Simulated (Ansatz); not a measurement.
**C3H4ClFO: structure from calculated spectroscopic constants**

These gas-phase data were calculated for one isomer of C3H4ClFO at PBE-D3(BJ)/def2-SVP (harmonic, unscaled wavenumbers; equilibrium rotational constants with average atomic masses):

```
rotational constants            : 4.552, 2.346, 2.009 GHz
all wavenumbers above 1500 cm⁻¹ : 3032, 3031, 2965, 2953
```

Candidates:

(1) `F[C@@H]1OC[C@@H]1Cl`, a singlet
(2) `F[C@@H]1OC[C@H]1Cl`, a singlet
(3) `FC1(Cl)COC1`, a singlet

Which structure fits? Where the bands don't settle it, estimate the moments of inertia from typical bond lengths.

Candidate (3). The rotational constants decide: (1) would give 4.838, 2.362, 1.78 GHz; (2) would give 5.051, 2.016, 1.577 GHz.

The same quantities for all candidates:

|  | rotational constants (GHz) | wavenumbers above 1500 cm⁻¹ | E above the lowest, PBE-D3(BJ)/def2-SVP (kcal/mol) |
| --- | --- | --- | --- |
| (1) | 4.838, 2.362, 1.78 | 3061, 3047, 2996, 2979 | 0.8 |
| (2) | 5.051, 2.016, 1.577 | 3064, 3037, 2977, 2969 | 0.0 |
| (3) | 4.552, 2.346, 2.009 | 3032, 3031, 2965, 2953 | 6.8 |

Harmonic stretches to hydrogen usually lie a few per cent above observed fundamentals. Programs: Ansatz 0.2.0.
